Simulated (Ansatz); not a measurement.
# B2Cl+ (quintet): from Hartree-Fock to the top rungs, cc-pVDZ

The task here is to estimate one member of a computed series from the others.

Computed with Ansatz 0.2.0, Gaussian basis. Level: cc-pVDZ, core rule «outside noble gas», up to 7 orbitals frozen.

The runs, in order: UHF; CCSD(T) on ROHF; CCSD(T) on UHF; BCCD(T) on ROHF; CISD; CCSDT(Q) on ROHF; CCSDT(Q) on UHF; CASSCF and MRCISD+Q, 10 electrons in 11 orbitals; CASSCF and NEVPT2, 10 electrons in 11 orbitals.

32 further runs of the same task are left out: 7 for a known fault of the program, 14 that didn't finish, 11 set aside as unsound or not needed.

**The system**

The geometry is a PBE0/def2-TZVP stationary point (not a proven minimum) of the parent state, kept for this charge and spin.

3 atoms, charge 1, spin multiplicity 5.

Atoms are counted from 1 here; the program's logs count them from 0.

Bond lengths: B1–B2 1.516 Å, B2–Cl3 1.683 Å. Angles: B1–B2–Cl3 180.0°.

Set-up of the first run:

Input file in.yaml:

```yaml
crystal:
  periodic: [false, false, false]
  atoms:
    - {symbol: B, position_ang: [0.000000, 0.000000, -1.572000]}
    - {symbol: B, position_ang: [0.000000, 0.000000, -0.055600]}
    - {symbol: Cl, position_ang: [0.000000, 0.000000, 1.627600]}
basis:
  gaussian: {orbitals: cc-pVDZ}
total_charge: 1
magnetization: {spin_polarized: true, initial_magnetization: 4}
hamiltonian: {xc: hf}
output: {orbitals: {seedname: orbitals}}
```

The run is started by

```
> ansatz run in.yaml --threads 1 --pin off --events-out ev --progress --plain --max-ram 2393MiB
```

Steps of the session up to this table: UHF; CCSD(T) on ROHF; CCSD(T) on UHF; BCCD(T) on ROHF; CISD; CCSDT(Q) on ROHF; CCSDT(Q) on UHF; CASSCF and MRCISD+Q, 10 electrons in 11 orbitals; CASSCF and NEVPT2, 10 electrons in 11 orbitals.

One of the session's tables, all rows but one given; the rest of the session is left out.

| method | from UCCSDT(Q) (kJ/mol) |
| --- | --- |
| ROHF | +644.2 |
| UHF | +625.4 |
| RMP2 | +111.4 |
| UMP2 | +115.3 |
| CISD | +66.2 |
| RCCSD | +22.6 |
| UCCSD | +22.1 |
| RCCSD(T) | +4.8 |
| UCCSD(T) | +4.7 |
| BCCD(T) | +4.8 |
| RCCSDT | +1.3 |
| UCCSDT | +1.2 |
| RCCSDT(Q) | ? |
| UCCSDT(Q) | 0 |
| CASSCF valence | +475.2 |
| NEVPT2 valence | +93.5 |
| MRCISD valence | +33.9 |
| MRCISD+Q valence | +0.9 |

Q: Estimate the row for RCCSDT(Q) from the others.

The run gave: from UCCSDT(Q) (kJ/mol): +0.1. In the column «from UCCSDT(Q) (kJ/mol)» it lies between UCCSDT(Q) (0) and MRCISD+Q valence (+0.9).

Caveats from the session: Restricted and unrestricted rows rest on different reference determinants; where their highest levels disagree by more than a few hundredths of an eV, they describe different states and don't form one ladder.
